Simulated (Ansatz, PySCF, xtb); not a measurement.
Bonds broken one at a time in the series C NH2-SH. Gas-phase values, no solvent. One relaxed conformer stands for each flexible species; it need not be the lowest. Strings in code marks are SMILES.

Quantity: homolytic bond dissociation enthalpy at 298 K (no spin–orbit term), in eV. Thermal and zero-point terms are GFN2-xTB rigid-rotor harmonic values (xtb).

Level 1: frozen-core CCSD(T)/cc-pVTZ // PBE0-D4/def2-TZVP (Ansatz, a program for electronic structure)
Level 2: B3LYP-D3(BJ)/def2-TZVP // PBE0-D4/def2-TZVP (PySCF)
Level 3: PBE0-D4/def2-TZVP (PySCF)
Level 4: frozen-core MP2/cc-pVTZ // PBE0-D4/def2-TZVP (Ansatz)

```
species                                                 level 1  level 2  level 3  level 4
------------------------------------------------------  -------  -------  -------  -------
S–C bond of `SC(S)(S)S`, giving `S[C](S)S` and `[SH]`      2.38     2.19     2.31     2.75
N–C bond of `NC(S)(S)S`, giving `S[C](S)S` and `[NH2]`     3.20     2.95     3.07     3.57
C–S bond of `NC(N)(S)S`, giving `N[C](N)S` and `[SH]`      2.79     2.58     2.72     3.08
```
